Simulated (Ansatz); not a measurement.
C₂H₄F₂, SMILES CC(F)F, a ladder of methods at one geometry

Computed with the Ansatz DFT code, driven from Python.

The script, `methods_c2h4f2.py`:
```python
import ansatz


def main() -> None:
    system = (
        ansatz.Crystal.molecule()
        .atom("C", [0.0258, 0.7246, 0.0399])
        .atom("C", [-0.0778, -0.7398, -0.0031])
        .atom("F", [0.8912, -1.2387, 0.7505])
        .atom("F", [0.218, -1.1619, -1.2707])
        .atom("H", [0.9505, 1.115, -0.3507])
        .atom("H", [-0.1557, 1.1576, 1.0466])
        .atom("H", [-0.7681, 1.1994, -0.6135])
        .atom("H", [-0.9918, -1.1134, 0.3452])
    )

    model = system.calculation().basis(gaussian="def2-SVP")

    methods = ["mp2", "ccsd", "ccsd_t"]
    reports = [model.correlation(m).run(threads=1, pin="off").report for m in methods]
    print(f"Hartree-Fock reference {reports[0]['reference_energy_ev'] / 27.211386246:.6f} Ha")
    best = reports[-1]["free_energy_ev"] - reports[-1]["reference_energy_ev"]
    for method, each in zip(methods, reports):
        gained = each["free_energy_ev"] - each["reference_energy_ev"]
        print(f"{method:8s} total {each['free_energy_ev'] / 27.211386246:.6f} Ha  correlation {gained:9.4f} eV  ({100 * gained / best:.1f} % of the last)")


if __name__ == "__main__":
    main()
```

```console
$ python methods_c2h4f2.py
Hartree-Fock reference -276.722756 Ha
mp2      total -277.369254 Ha  correlation  -17.5921 eV  (93.5 % of the last)
ccsd     total -277.400638 Ha  correlation  -18.4461 eV  (98.0 % of the last)
ccsd_t   total -277.414468 Ha  correlation  -18.8225 eV  (100.0 % of the last)
```

Total energies depend on the basis set; only differences at equal settings carry meaning. The geometry is a force-field or estimated start, not a minimum of this method, and the basis set is short of its limit. A lower total doesn't mark the better method: functionals have no common bound, and MP2 and coupled cluster aren't variational. Inner cores stay frozen, so this is valence correlation. Timing: 6.9 s on 1 thread of Arm Neoverse V2, on a shared host, peak memory 0.3 GiB.
